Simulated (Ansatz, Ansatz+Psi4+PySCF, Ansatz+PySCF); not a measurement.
```yaml
atoms:
  - { symbol: C, position_ang: [-0.2587, -0.8168, 0.0000] }
  - { symbol: C, position_ang: [-0.2510, 0.6742, 0.0000] }
  - { symbol: H, position_ang: [0.7588, -1.2259, 0.0000] }
  - { symbol: H, position_ang: [-0.7588, -1.2139, 0.8834] }
  - { symbol: H, position_ang: [-0.7588, -1.2139, -0.8834] }
  - { symbol: H, position_ang: [-0.1700, 1.2259, -0.9243] }
  - { symbol: H, position_ang: [-0.1700, 1.2259, 0.9243] }
```

Basis set: cc-pVTZ (spherical functions). Left uncorrelated: 2 orbitals. Correlation on ROHF uses semicanonical orbitals with singles. Charge 0, multiplicity 2.

Computed with Ansatz (development build ahead of 0.2.0); each method stands on the lowest determinant of its kind that the runs found.

Question: Give the atomization energy at this shape (free ground-state atoms in the same class of orbitals less the molecule, no zero-point energy) of doublet C2H5 by UHF-CCSD(T), ROHF-MP2, UHF-MP2.

Answer:

| method | atomization energy |
| --- | --- |
| UHF-CCSD(T) | 591.06 kcal/mol |
| ROHF-MP2 | 592.01 kcal/mol |
| UHF-MP2 | 591.47 kcal/mol |
